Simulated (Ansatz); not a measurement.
Crystal: Rh$_{2}$O$_{5}$, cubic X2O5 type, 14 atoms in the cell.

Space group Pn-3m, simple cubic cell, positions in fractions of the edge: Rh (0 0 0), (0.5 0.5 0), (0.5 0 0.5), (0 0.5 0.5); O (0.5 0 0), (0 0.5 0), (0 0 0.5), (0.5 0.5 0.5), (0.75 0.75 0.25), (0.75 0.25 0.75), (0.25 0.75 0.75), (0.75 0.25 0.25), (0.25 0.75 0.25), (0.25 0.25 0.75).

Computed with PBE, plane waves, PAW datasets (generated soft set 1) (Ansatz).

Cutoff 420 eV; k-mesh 22×22×22 Γ-centred; Fermi–Dirac smearing of 0.0612 eV; no spin polarisation.

What equilibrium volume, lattice constant and bulk modulus does this give?

V₀ = 9.350 Å³/atom (a₀ = 5.078 Å), B₀ = 209 GPa, B₀′ = 4.79. The points behind the fit:

| V (Å³/atom) | a (Å) | E − E(min) (meV/atom) | P (GPa) |
| --- | --- | --- | --- |
| 8.783 | 4.9727 | 25.37 | 15.21 |
| 8.970 | 5.0077 | 10.96 | 9.60 |
| 9.157 | 5.0422 | 2.73 | 4.60 |
| 9.344 | 5.0763 | 0.00 | 0.15 |
| 9.530 | 5.1099 | 2.18 | -3.81 |
| 9.717 | 5.1431 | 8.72 | -7.34 |
| 9.904 | 5.1758 | 19.15 | -10.48 |

The published all-electron PBE values for this crystal (mean of FLEUR and WIEN2k, k-spacing 0.06 Å⁻¹; Bosoni et al., Nat. Rev. Phys. 6, 45 (2024)) are V₀ = 9.345 Å³/atom, B₀ = 210.0 GPa, B₀′ = 4.82.

The stress includes the program's correction for the finite plane-wave basis.

This cubic structure is a model: it isn't the usual form of the substance at ambient conditions, and such phases are metastable or hypothetical. Spin polarisation is left out, and a magnetic state may lie lower.
